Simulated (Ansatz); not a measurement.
Ansatz (an electronic-structure program) input for CH3S, SMILES [S]C (connectivity only; charge and spin as stated), charge -1, multiplicity 1, PBE-D3(BJ)/def2-TZVPD. 

Ansatz 0.2 input:
```yaml
crystal:
  periodic: [false, false, false]
  atoms:
    - {symbol: C, position_ang: [0.00000000, -0.00000000, -1.11595185]}
    - {symbol: S, position_ang: [-0.00000000, -0.00000000, 0.70438457]}
    - {symbol: H, position_ang: [-0.88241504, 0.50946256, -1.52481401]}
    - {symbol: H, position_ang: [0.88241504, 0.50946257, -1.52481401]}
    - {symbol: H, position_ang: [0.00000000, -1.01892513, -1.52481401]}
basis:
  gaussian:
    orbitals: def2-TZVPD
hamiltonian:
  xc: pbe
  dispersion: d3bj
total_charge: -1
relax: {f_tol: 0.002, max_steps: 200}
```

Log of the run:

```
WARN ansatz: RAYON_NUM_THREADS=1 ignored (pool sized by the plan → 1); use --threads N
Functional definition: PBE
integrals: 0.03 GiB planned
620 factors; their error is unknown
mean field: 0.25 GiB planned
mean field evaluation 1: about -11914.9322 eV, gradient 2.5e1 eV
mean field evaluation 2: about -11912.8095 eV, gradient 3.7e1 eV
mean field evaluation 4: about -11916.4274 eV, gradient 1.1e0 eV
mean field evaluation 8: about -11916.4300 eV, gradient 1.8e-2 eV
mean field evaluation 16: about -11916.4127 eV, gradient 4.4e-6 eV
mean field -11916.41268651 eV, -437.9200889945 hartree, gradient 4.5e-6 eV, S^2 0.000000; 0 other end points of the search recorded, 0 dependent functions left out
the calculation of the forces begins
reference -11916.41273150 eV, -437.9200906480 hartree; 13, 13 occupied and 97, 97 virtual orbitals, 620 factors
relax step   1: F+E_penalty+E_count = -11916.47682078 eV  Δ(F+E_penalty+E_count) = +0.000e0 eV  max|allowed force component| = 3.221e-1 eV/Å  Δτ_max = 0.0000 Å  (28 SCF iters, accepted)
these checks for a lower state are left out or cut short: starts, cluster_reference, orbital_swaps, neighbouring_geometries, increment
integrals: 0.03 GiB planned
620 factors; their error is unknown
mean field: 0.25 GiB planned
mean field -11916.41737884 eV, -437.9202614347 hartree, gradient 2.4e-5 eV, S^2 0.000000; 0 other end points of the search recorded, 0 dependent functions left out
the calculation of the forces begins
reference -11916.41742392 eV, -437.9202630914 hartree; 13, 13 occupied and 97, 97 virtual orbitals, 620 factors
relax step   2: F+E_penalty+E_count = -11916.48143184 eV  Δ(F+E_penalty+E_count) = -4.611e-3 eV  max|allowed force component| = 1.478e-1 eV/Å  Δτ_max = 0.0085 Å  (32 SCF iters, accepted)
these checks for a lower state are left out or cut short: starts, cluster_reference, orbital_swaps, neighbouring_geometries, increment
integrals: 0.03 GiB planned
620 factors; their error is unknown
mean field: 0.25 GiB planned
mean field evaluation 32: about -11916.4183 eV, gradient 2.4e-5 eV
mean field -11916.41826734 eV, -437.9202940863 hartree, gradient 2.4e-5 eV, S^2 0.000000; 0 other end points of the search recorded, 0 dependent functions left out
the calculation of the forces begins
reference -11916.41831246 eV, -437.9202957444 hartree; 13, 13 occupied and 97, 97 virtual orbitals, 620 factors
relax step   3: F+E_penalty+E_count = -11916.48226498 eV  Δ(F+E_penalty+E_count) = -8.331e-4 eV  max|allowed force component| = 3.739e-2 eV/Å  Δτ_max = 0.0061 Å  (32 SCF iters, accepted)
these checks for a lower state are left out or cut short: starts, cluster_reference, orbital_swaps, neighbouring_geometries, increment
integrals: 0.03 GiB planned
620 factors; their error is unknown
mean field: 0.25 GiB planned
mean field -11916.41824747 eV, -437.9202933562 hartree, gradient 2.5e-5 eV, S^2 0.000000; 0 other end points of the search recorded, 0 dependent functions left out
the calculation of the forces begins
reference -11916.41829259 eV, -437.9202950142 hartree; 13, 13 occupied and 97, 97 virtual orbitals, 620 factors
relax step   4: F+E_penalty+E_count = -11916.48224372 eV  Δ(F+E_penalty+E_count) = +2.127e-5 eV  max|allowed force component| = 5.247e-2 eV/Å  Δτ_max = 0.0030 Å  (32 SCF iters, rejected (line search))
these checks for a lower state are left out or cut short: starts, cluster_reference, orbital_swaps, neighbouring_geometries, increment
integrals: 0.03 GiB planned
620 factors; their error is unknown
mean field: 0.25 GiB planned
mean field -11916.41829754 eV, -437.9202951960 hartree, gradient 2.5e-5 eV, S^2 0.000000; 0 other end points of the search recorded, 0 dependent functions left out
the calculation of the forces begins
reference -11916.41834266 eV, -437.9202968541 hartree; 13, 13 occupied and 97, 97 virtual orbitals, 620 factors
relax step   5: F+E_penalty+E_count = -11916.48229446 eV  Δ(F+E_penalty+E_count) = -2.947e-5 eV  max|allowed force component| = 1.018e-4 eV/Å  Δτ_max = 0.0013 Å  (32 SCF iters, accepted)
integrals: 0.03 GiB planned
620 factors; their error is unknown
mean field: 0.25 GiB planned
mean field evaluation 64: about -11916.4354 eV, gradient 1.9e-1 eV
mean field -11916.41829754 eV, -437.9202951960 hartree, gradient 2.5e-5 eV, S^2 0.000000; 1 other end points of the search recorded, 0 dependent functions left out
the calculation of the forces begins
reference -11916.41834266 eV, -437.9202968541 hartree; 13, 13 occupied and 97, 97 virtual orbitals, 620 factors
Total energy: -11916.48233957 eV, -437.9226486975 hartree
Atom 0 at    -0.000000     0.000000    -1.117302 Å, force    -0.000000     0.000000    -0.000102 eV/Å
Atom 1 at     0.000000    -0.000000     0.719042 Å, force    -0.000000     0.000000     0.000050 eV/Å
Atom 2 at    -0.888595     0.513031    -1.529251 Å, force    -0.000037     0.000022     0.000017 eV/Å
Atom 3 at     0.888595     0.513031    -1.529250 Å, force     0.000038     0.000022     0.000017 eV/Å
Atom 4 at    -0.000000    -1.026062    -1.529250 Å, force     0.000000    -0.000043     0.000017 eV/Å
Dipole moment:    -0.000000     0.000000    -0.691161 e Å
```

The calculation finished and met its thresholds.
